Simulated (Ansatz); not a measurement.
# CH5SSi: the cost of one run

Computed with Ansatz 0.2.0, Gaussian basis. Level: single points in def2-TZVPPD.

Correlated methods freeze the cores.

### 1 The starting structure

SMILES `CS[SiH2-]`, 8 atoms, charge -1, spin multiplicity 1.

Atoms are counted from 1 here; the program's logs count them from 0.

Bond lengths: C1–S2 1.798 Å, C1–H4 1.093 Å, C1–H5 1.134 Å, C1–H6 1.130 Å, S2–Si3 2.247 Å, Si3–H7 1.594 Å, Si3–H8 1.481 Å. Angles: S2–C1–H4 111.2°, S2–C1–H5 107.3°, S2–C1–H6 108.4°, H4–C1–H5 111.3°, H4–C1–H6 109.8°, H5–C1–H6 108.8°, C1–S2–Si3 94.4°, S2–Si3–H7 96.2°, S2–Si3–H8 98.7°, H7–Si3–H8 100.4°.

Geometry (Å):

```
atom    x (Å)    y (Å)    z (Å)
  C1  -0.8197   1.0268  -0.2958
  S2   0.2179   0.4572   1.0571
 Si3   1.1488  -1.2080  -0.1310
  H4  -1.6047   0.3017  -0.5254
  H5  -0.1432   1.1978  -1.1898
  H6  -1.2844   2.0131   0.0022
  H7   2.3620  -1.4753   0.8682
  H8   0.2323  -2.3033   0.2605
```

### 2 PBE-D4/def2-TZVPPD

run/in.yaml reads:

```yaml
crystal:
  periodic: [false, false, false]
  atoms:
    - {symbol: C, position_ang: [-0.819701, 1.026848, -0.295782]}
    - {symbol: S, position_ang: [0.217854, 0.457237, 1.057055]}
    - {symbol: Si, position_ang: [1.148751, -1.207961, -0.130977]}
    - {symbol: H, position_ang: [-1.604678, 0.301652, -0.525377]}
    - {symbol: H, position_ang: [-0.143241, 1.197765, -1.189805]}
    - {symbol: H, position_ang: [-1.284417, 2.013107, 0.002176]}
    - {symbol: H, position_ang: [2.362038, -1.475347, 0.868217]}
    - {symbol: H, position_ang: [0.232290, -2.303277, 0.260497]}
basis:
  gaussian: {orbitals: "def2-TZVPPD.json"}
total_charge: -1
hamiltonian: {xc: pbe, dispersion: d4}
output: {forces: true}
```

The basis file named in the input lies beside it (Basis Set Exchange, JSON).

Launch:

```
ansatz run in.yaml --threads 2 --pin off --events-out ev --progress --plain --max-ram 3481MiB
```

What time and memory should one allow on 2 threads of Arm Neoverse V1, shared host?

About 3.2 s, with a peak of 0.26 GiB.
